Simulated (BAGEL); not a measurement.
# NOF (SMILES O=NF): CASPT2(18,12)/6-31G(d) (density fitting with cc-pvqz-jkfit, spherical functions)

What is the vertical ionisation energy of NOF at CASPT2(18,12)/6-31G* (density fitting with cc-pvqz-jkfit, spherical functions)? 

Program for the calculation: BAGEL 1.2.2.

4 further runs of the same task are left out: 1 that didn't finish, 3 set aside as unsound or not needed. Runs told in other sessions of the task aren't counted.

### Step 1. The molecule

NOF has 3 atoms, charge 0, and is taken as a singlet. SMILES: `O=NF`. The shape is that of a PBE0-D4/def2-TZVP optimisation.

Bond lengths: O1–N2 1.127 Å, N2–F3 1.483 Å. Angles: O1–N2–F3 110.4°.

### Step 2. The energy at CASPT2(18,12)/6-31G(d) (density fitting with cc-pvqz-jkfit, spherical functions)

input.json reads:

```json
{ "bagel" : [

{
  "title" : "molecule",
  "basis" : "6-31gs.json",
  "df_basis" : "cc-pvqz-jkfit",
  "angstrom" : true,
  "geometry" : [
    { "atom" : "O", "xyz" : [       0.868350,       0.242970,       0.504740 ] },
    { "atom" : "N", "xyz" : [       0.148930,      -0.482540,       0.029910 ] },
    { "atom" : "F", "xyz" : [      -1.017290,       0.239580,      -0.534650 ] }
  ]
},

{ "title" : "hf" },

{ "title" : "casscf", "nstate" : 1, "nact" : 12, "nclosed" : 3, "maxiter" : 200, "natocc" : true },

{ "title" : "print", "file" : "orbitals.molden", "orbitals" : true },

{ "title" : "smith", "method" : "caspt2", "ms" : true, "xms" : true, "sssr" : true, "shift" : 0.0, "ncore" : 3 }

]}
```

The basis set 6-31G* is read from a file made from the Basis Set Exchange's data (not shown).

Command:

```sh
$ BAGEL_NUM_THREADS=1 BAGEL input.json > input.out
```

The log of the run:

```text
* using 1 threads per process

  ===============================================================
  ===============================================================

  *** Geometry ***

  { "atom" : "O", "xyz" : [      1.640944,      0.459147,      0.953820 ] },
  { "atom" : "N", "xyz" : [      0.281437,     -0.911868,      0.056522 ] },
  { "atom" : "F", "xyz" : [     -1.922399,      0.452741,     -1.010342 ] },

  Number of auxiliary basis functions:      318

  Since a DF basis is specified, we compute 2- and 3-index integrals:
    o Being stored without compression. Storage requirement is 0.004 GB

  Number of basis functions:       42
  Number of electrons      :       24

    * METHOD: MOLECULE                             0.06

  *** RHF ***

  === Nuclear Repulsion ===
    66.4729216950

      * DIIS with orbital gradients will be used.

  === RHF iteration (6-31gs.json) ===
      0       -228.46426586          0.03315746           0.01
      1       -228.52289769          0.02824874           0.01
      2       -228.60968975          0.00244511           0.01
      3       -228.61229327          0.00105486           0.01
      4       -228.61288185          0.00060162           0.01
      5       -228.61306030          0.00028734           0.01
      6       -228.61308575          0.00009310           0.01
      7       -228.61308912          0.00003364           0.01
      8       -228.61308941          0.00001340           0.01
      9       -228.61308945          0.00000780           0.01
     10       -228.61308946          0.00000150           0.01
     11       -228.61308946          0.00000075           0.01
     12       -228.61308946          0.00000039           0.01
     13       -228.61308946          0.00000014           0.01
     14       -228.61308946          0.00000006           0.01
     15       -228.61308946          0.00000002           0.01
     16       -228.61308946          0.00000001           0.01
    * SCF iteration converged.

    * Permanent dipole moment:
           (   -0.462355,     0.258083,    -0.226872) a.u.

    * METHOD: HF                                   0.20

  ---------------------------
      CASSCF calculation
  ---------------------------

    * nstate   :      1
    * nclosed  :      3
    * nact     :     12
    * nvirt    :     27
  === CASSCF iteration (6-31gs.json) ===

    * Using the second-order algorithm

      0  0      -228.71562506     1.11e-02      1.67

      1  0      -228.76573276     3.60e-03      1.86

      2  0      -228.77911913     1.36e-03      1.81

      3  0      -228.78073021     6.06e-04      1.82

      4  0      -228.78092150     2.49e-04      1.72

      5  0      -228.78094439     1.00e-04      1.75

      6  0      -228.78094723     4.09e-05      1.74

      7  0      -228.78094760     1.68e-05      1.71

      8  0      -228.78094765     6.94e-06      1.69

      9  0      -228.78094765     2.86e-06      1.68

     10  0      -228.78094765     1.18e-06      1.74

     11  0      -228.78094765     4.84e-07      1.79

     12  0      -228.78094765     1.98e-07      1.75

     13  0      -228.78094765     8.10e-08      1.72

     14  0      -228.78094765     3.30e-08      1.76

     15  0      -228.78094766     1.34e-08      1.76

     16  0      -228.78094765     5.47e-09      1.70

    * Second-order optimization converged. *

     guess   0:   closed 111111111...         open ............

  === FCI iteration ===

      0  0      -228.60528086     2.84e-03      0.07
      1  0      -228.75489177     1.23e-03      0.07
      2  0      -228.77601831     5.32e-04      0.08
      3  0      -228.78009156     1.96e-04      0.08
      4  0      -228.78072921     9.24e-05      0.08
      5  0      -228.78087700     5.16e-05      0.08
      6  0      -228.78092987     2.76e-05      0.07
      7  0      -228.78094412     1.31e-05      0.07
      8  0      -228.78094705     5.65e-06      0.07
      9  0      -228.78094756     2.32e-06      0.07
     10  0      -228.78094764     8.68e-07      0.07
     11  0      -228.78094765     3.48e-07      0.07
     12  0      -228.78094765     1.41e-07      0.08
     13  0      -228.78094765     5.59e-08      0.08
     14  0      -228.78094765     2.10e-08      0.08
     15  0      -228.78094765     8.08e-09      0.07
     16  0      -228.78094766     3.24e-09      0.08
     17  0      -228.78094766     1.35e-09      0.07
     18  0      -228.78094766     5.42e-10      0.07
     19  0      -228.78094766     2.14e-10      0.07
    ** throwing out 1 trial vectors **
     20  0 *    -228.78094766     8.43e-11      0.07

     * ci vector, state   0, <S^2> = 0.0000
       222222222...    -0.9520647247
       2222222.2.2.     0.1445303145
       22222222.2..     0.1374942517

    * METHOD: CASSCF                              31.41

    * METHOD: PRINT                                0.01

  === SMITH program ===

    * freezing 3 orbitals

    * Approximate memory requirement for SMITH calulation per MPI process:
      o Storage requirement for T-amplitude, lambda, and residual is 0.00 GB
      o Storage requirement for MO integrals is 0.00 GB
    * Calculating and saving rdm4f

    * Zeroth order energy : state  0      -16.3385741063

    * CASPT2 iteration is performed using redundant basis

      ---- iteration ----

        0    -0.35262966     0.00983820      1.02
        1    -0.35386992     0.00061223      0.99
        2    -0.35387855     0.00004825      1.00
        3    -0.35387859     0.00000416      0.99
        4    -0.35387859     0.00000040      1.01

      -------------------

    * CASPT2 energy : state  0     -229.1348262457
        reference weight              0.9208488656

    * METHOD: SMITH                               53.19

  ===============================================================
```

Run time: 85 s. Hardware: 1 thread of Arm Neoverse V1, shared host; peak memory 12 GiB.

### Step 3. The doublet cation

input.json reads:

```json
{ "bagel": [

{
  "title": "molecule",
  "basis": "6-31gs.json",
  "df_basis": "cc-pvqz-jkfit",
  "angstrom": true,
  "geometry": [
    { "atom": "O", "xyz": [       0.868350,       0.242970,       0.504740 ] },
    { "atom": "N", "xyz": [       0.148930,      -0.482540,       0.029910 ] },
    { "atom": "F", "xyz": [      -1.017290,       0.239580,      -0.534650 ] }
  ]
},

{ "title": "hf", "charge": 2 },

{ "title": "casscf", "nstate": 1, "nact": 12, "nclosed": 3, "charge": 1, "nspin": 1, "maxiter": 200, "natocc": true },

{ "title": "print", "file": "orbitals.molden", "orbitals": true },

{ "title": "smith", "method": "caspt2", "ms": true, "xms": true, "sssr": true, "shift": 0.0, "ncore": 3 }

]}
```

The basis set 6-31G* is read from a file made from the Basis Set Exchange's data (not shown).

Command:

```sh
$ BAGEL_NUM_THREADS=1 BAGEL input.json > input.out
```

The log of the run:

```text
* using 1 threads per process

  ===============================================================
  ===============================================================

  *** Geometry ***

  { "atom" : "O", "xyz" : [      1.640944,      0.459147,      0.953820 ] },
  { "atom" : "N", "xyz" : [      0.281437,     -0.911868,      0.056522 ] },
  { "atom" : "F", "xyz" : [     -1.922399,      0.452741,     -1.010342 ] },

  Number of auxiliary basis functions:      318

  Since a DF basis is specified, we compute 2- and 3-index integrals:
    o Being stored without compression. Storage requirement is 0.004 GB

  Number of basis functions:       42
  Number of electrons      :       24

    * METHOD: MOLECULE                             0.07

  *** RHF ***

  === Nuclear Repulsion ===
    66.4729216950

      * DIIS with orbital gradients will be used.

  === RHF iteration (6-31gs.json) ===
      0       -226.88056368          0.05341800           0.01
      1       -226.94749903          0.05613411           0.01
      2       -227.23677101          0.00932991           0.01
      3       -227.25115259          0.00606821           0.01
      4       -227.25799048          0.00213535           0.01
      5       -227.26021714          0.00102550           0.01
      6       -227.26078044          0.00061594           0.01
      7       -227.26111314          0.00039116           0.01
      8       -227.26129917          0.00026093           0.01
      9       -227.26139454          0.00017336           0.01
     10       -227.26143789          0.00007500           0.01
     11       -227.26144387          0.00003445           0.01
     12       -227.26144506          0.00002064           0.01
     13       -227.26144532          0.00001451           0.01
     14       -227.26144549          0.00000756           0.01
     15       -227.26144553          0.00000443           0.01
     16       -227.26144555          0.00000189           0.01
     17       -227.26144555          0.00000074           0.01
     18       -227.26144555          0.00000042           0.01
     19       -227.26144555          0.00000014           0.01
     20       -227.26144555          0.00000010           0.01
     21       -227.26144555          0.00000006           0.01
     22       -227.26144555          0.00000004           0.01
     23       -227.26144555          0.00000002           0.01
     24       -227.26144555          0.00000001           0.01
     25       -227.26144555          0.00000001           0.01
    * SCF iteration converged.

    * Permanent dipole moment:
           (   -0.412375,     0.359728,    -0.188346) a.u.

    * METHOD: HF                                   0.26

  ---------------------------
      CASSCF calculation
  ---------------------------

    * nstate   :      1
    * nclosed  :      3
    * nact     :     12
    * nvirt    :     27
  === CASSCF iteration (6-31gs.json) ===

    * Using the second-order algorithm

      0  0      -228.29198200     3.48e-02      5.41

      1  0      -228.35745098     4.28e-03      5.18

      2  0      -228.36975613     1.54e-03      5.19

      3  0      -228.37064196     4.93e-04      5.23

      4  0      -228.37070471     1.49e-04      5.26

      5  0      -228.37070942     4.48e-05      5.20

      6  0      -228.37070979     1.36e-05      5.18

      7  0      -228.37070982     4.14e-06      5.25

      8  0      -228.37070983     1.27e-06      5.22

      9  0      -228.37070983     3.88e-07      5.27

     10  0      -228.37070983     1.19e-07      4.87

     11  0      -228.37070983     3.65e-08      5.01

     12  0      -228.37070983     1.12e-08      5.09

     13  0      -228.37070983     3.43e-09      4.96

    * Second-order optimization converged. *

     guess   0:   closed 11111111....         open ........1...

  === FCI iteration ===

      0  0      -228.14344615     2.14e-03      0.15
      1  0      -228.33246859     9.97e-04      0.15
      2  0      -228.36325041     4.38e-04      0.15
      3  0      -228.36922491     1.80e-04      0.15
      4  0      -228.37035946     7.94e-05      0.16
      5  0      -228.37060143     4.24e-05      0.15
      6  0      -228.37066956     2.38e-05      0.15
      7  0      -228.37069424     1.42e-05      0.15
      8  0      -228.37070261     8.18e-06      0.16
      9  0      -228.37070565     4.96e-06      0.16
     10  0      -228.37070695     3.79e-06      0.16
     11  0      -228.37070791     3.67e-06      0.16
     12  0      -228.37070884     3.47e-06      0.15
     13  0      -228.37070946     2.45e-06      0.16
     14  0      -228.37070971     1.40e-06      0.16
     15  0      -228.37070979     7.71e-07      0.15
     16  0      -228.37070982     4.40e-07      0.16
     17  0      -228.37070982     2.54e-07      0.16
     18  0      -228.37070982     1.40e-07      0.17
     19  0      -228.37070983     7.18e-08      0.18
    ** throwing out 1 trial vectors **
     20  0      -228.37070983     3.48e-08      0.16
    ** throwing out 1 trial vectors **
     21  0      -228.37070983     1.70e-08      0.17
    ** throwing out 1 trial vectors **
     22  0      -228.37070983     8.73e-09      0.17
    ** throwing out 1 trial vectors **
     23  0      -228.37070983     4.76e-09      0.17
    ** throwing out 1 trial vectors **
     24  0      -228.37070983     2.49e-09      0.17
    ** throwing out 1 trial vectors **
     25  0      -228.37070983     1.25e-09      0.16
    ** throwing out 1 trial vectors **
     26  0      -228.37070983     6.12e-10      0.16
    ** throwing out 1 trial vectors **
     27  0      -228.37070983     2.98e-10      0.16
    ** throwing out 1 trial vectors **
     28  0      -228.37070983     1.43e-10      0.16
    ** throwing out 1 trial vectors **
     29  0 *    -228.37070983     6.97e-11      0.15

     * ci vector, state   0, <S^2> = 0.7500
       22222222a...    -0.9356734207
       2222222.a2..    -0.1332925724
       222222a2b.a.    -0.1220883555
       222222.2a.2.    -0.0817160722
       222222a2a.b.    -0.0644421375
       22222a2b2a..     0.0588459777
       222222b2a.a.    -0.0576462180
       222222ab2a..     0.0550421958
       222222abaab.    -0.0509166731
       22222ab22.a.     0.0506149016

    * METHOD: CASSCF                              77.44

    * METHOD: PRINT                                0.01

  === SMITH program ===

    * freezing 3 orbitals

    * Approximate memory requirement for SMITH calulation per MPI process:
      o Storage requirement for T-amplitude, lambda, and residual is 0.00 GB
      o Storage requirement for MO integrals is 0.00 GB
    * Calculating and saving rdm4f

    * Third and Fock-weighted fourth order RDM ( 1, 1) evaluation
      will be done with 2 passes

    * Zeroth order energy : state  0      -21.8930645197

    * CASPT2 iteration is performed using redundant basis

      ---- iteration ----

        0    -0.31055520     0.00786384      1.00
        1    -0.31136736     0.00045262      1.01
        2    -0.31137244     0.00003436      1.00
        3    -0.31137246     0.00000262      0.98
        4    -0.31137246     0.00000023      1.00

      -------------------

    * CASPT2 energy : state  0     -228.6820822841
        reference weight              0.9288355825

    * METHOD: SMITH                               76.29

  ===============================================================
```

It took 2.6 min on 1 thread of Arm Neoverse V1, shared host; peak memory 13 GiB.

### Step 4. Outcome

At CASPT2(18,12)/6-31G* (density fitting with cc-pvqz-jkfit, spherical functions), 3 core orbitals frozen:

```
                                          quantity          value
                         singlet NOF: total energy  -229.13483 Eh
                      doublet cation: total energy  -228.68208 Eh
vertical ionisation energy (to the doublet cation)      12.320 eV
```

**Reading.** Removing an electron at fixed nuclei costs 12.32 eV (284 kcal/mol).
